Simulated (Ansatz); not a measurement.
Results of PBE0 (PAW; Ansatz, an electronic-structure program) for litharge PbO.

Numerical settings: plane-wave cutoff 500 eV, 6×6×4 k mesh (along the axes of the cell as run), gaussian smearing 0.02 eV, scalar-relativistic PAW data made under PBE.

Cell (relaxed with r²SCAN):

PbO has the tetragonal space group P4/nmm, origin choice 1 (No. 129), Pearson symbol tP4. Cell: a = 3.988 Å, b = 3.988 Å, c = 5.328 Å, α = 90.00°, β = 90.00°, γ = 90.00°. Pb on 2c is surrounded by 4 O at 2.321 Å. O on 2a is surrounded by 4 Pb at 2.321 Å (tetrahedral). (Neighbours: up to the widest gap in distance over summed covalent radii, below 1.35, at either atom; cation-cation and far metal-metal contacts left out.)

### Question
Estimate the band gap that the calculation returns.

### Answer

* **band gap**: 2.89 eV (on the SCF k mesh)

Note: the cell comes from a level without a dispersion term, which matters for the spacing of layers, chains or molecules; cell and atoms aren't relaxed at this level (largest force component 0.24 eV/Å, pressure -0.6 GPa); the cell has widely spaced layers and the level no dispersion term, so their spacing and the moduli can rest on weak binding.

Spin–orbit coupling is not included; with these elements it can move the gap by several tenths of an eV or more.

Computed values are for the static lattice.
